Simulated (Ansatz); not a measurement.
Molecular dynamics, step by step

BSiH4O (SMILES OB[SiH2+]) (charge +1), closed shell, r2SCAN-D4/def2-SVP (Ansatz 0.2.0). Settings (timestep in fs, temperature in K; T counts 15 degrees of freedom):

```yaml
hamiltonian: {xc: r2scan, dispersion: d4}
md: {n_steps: 40, timestep: 1.0, temperature: 300, ensemble: nve, seed: 626, initial_velocities: maxwell_boltzmann}
```

Start (the SMILES describes the start alone):

```
7
angstrom
O -1.4788 0.1770 -0.4006
B -0.2889 -0.2872 -0.6819
Si 0.9921 0.1587 0.8008
H -2.2454 0.0752 -0.9746
H -0.0018 -0.8798 -1.6591
H 0.5664 0.5025 2.1631
H 2.4564 0.2536 0.7522
```

| step | time (fs) | potential energy less the start (meV) | kinetic energy (meV) | T (K) |
| --- | --- | --- | --- | --- |
| 0 | 0.00 | 0.0 | 193.9 | 300 |
| 2 | 2.00 | -2.7 | 198.8 | 308 |
| 4 | 4.00 | 14.0 | 183.2 | 283 |
| 6 | 6.00 | -13.0 | 208.4 | 323 |
| 8 | 8.00 | 13.6 | 180.4 | 279 |
| 10 | 10.00 | 115.3 | 83.9 | 130 |
| 12 | 12.00 | 83.5 | 110.9 | 172 |
| 14 | 14.00 | 105.7 | 90.3 | 140 |
| 16 | 16.00 | 143.4 | 54.7 | 85 |
| 18 | 18.00 | 84.5 | 111.9 | 173 |
| 20 | 20.00 | 26.9 | 166.4 | 257 |
| 22 | 22.00 | 89.6 | 108.6 | 168 |
| 24 | 24.00 | 64.9 | 130.7 | 202 |
| 26 | 26.00 | 45.4 | 149.2 | 231 |
| 28 | 28.00 | 102.4 | 95.6 | 148 |
| 30 | 30.00 | 75.4 | 121.7 | 188 |
| 32 | 32.00 | 5.7 | 189.0 | 292 |
| 34 | 34.00 | 3.3 | 193.3 | 299 |
| 36 | 36.00 | -17.5 | 213.7 | 331 |
| 38 | 38.00 | -32.6 | 226.8 | 351 |
| 40 | 40.00 | 47.2 | 150.5 | 233 |

Step 24, positions (Å) and forces (eV/Å):

| atom | x | y | z | Fx | Fy | Fz |
| --- | --- | --- | --- | --- | --- | --- |
| O1 | -1.491 | 0.172 | -0.407 | -1.230 | 0.363 | 0.240 |
| B2 | -0.329 | -0.334 | -0.733 | 0.113 | 0.739 | 0.882 |
| Si3 | 1.012 | 0.159 | 0.835 | 0.205 | 0.237 | 0.027 |
| H4 | -2.238 | 0.211 | -1.051 | 0.582 | -0.161 | 0.270 |
| H5 | -0.045 | -0.712 | -1.787 | 0.653 | -0.714 | -0.936 |
| H6 | 0.632 | 0.692 | 2.206 | -0.041 | -0.336 | -0.502 |
| H7 | 2.491 | 0.336 | 0.622 | -0.282 | -0.128 | 0.019 |

Step 28, positions (Å) and forces (eV/Å):

```csv
atom,x,y,z,Fx,Fy,Fz
O1,-1.504,0.176,-0.417,0.328,0.156,1.268
B2,-0.319,-0.324,-0.703,0.131,-0.133,-1.945
Si3,1.015,0.157,0.828,0.051,0.167,0.006
H4,-2.252,0.171,-1.016,-0.372,-0.134,-0.692
H5,-0.019,-0.760,-1.865,-0.005,0.225,1.569
H6,0.654,0.651,2.178,-0.341,-0.128,0.073
H7,2.475,0.345,0.713,0.209,-0.153,-0.279
```

Step 38, positions (Å) and forces (eV/Å):

```
atom       x       y       z      Fx      Fy      Fz
  O1  -1.530   0.185  -0.414   0.478  -0.236  -0.321
  B2  -0.316  -0.286  -0.691   0.266  -0.239  -0.134
 Si3   1.025   0.158   0.813  -0.025   0.470   0.926
  H4  -2.202   0.004  -1.094  -0.162   0.039   0.000
  H5   0.131  -0.936  -1.621  -0.516   0.248   0.148
  H6   0.495   0.485   2.203   0.265  -0.189  -0.502
  H7   2.523   0.267   0.757  -0.306  -0.093  -0.116
```

Last step (40):

```xyz
7
angstrom
O -1.5305 0.1850 -0.4131
B -0.3202 -0.2736 -0.6857
Si 1.0275 0.1601 0.8125
H -2.1902 -0.0325 -1.1211
H 0.1598 -1.0026 -1.6163
H 0.4591 0.4377 2.1917
H 2.5172 0.2370 0.7418
```

Hardware: 2 CPU threads of an Intel Xeon Platinum 8259CL, shared host. Wall time about 59 s.
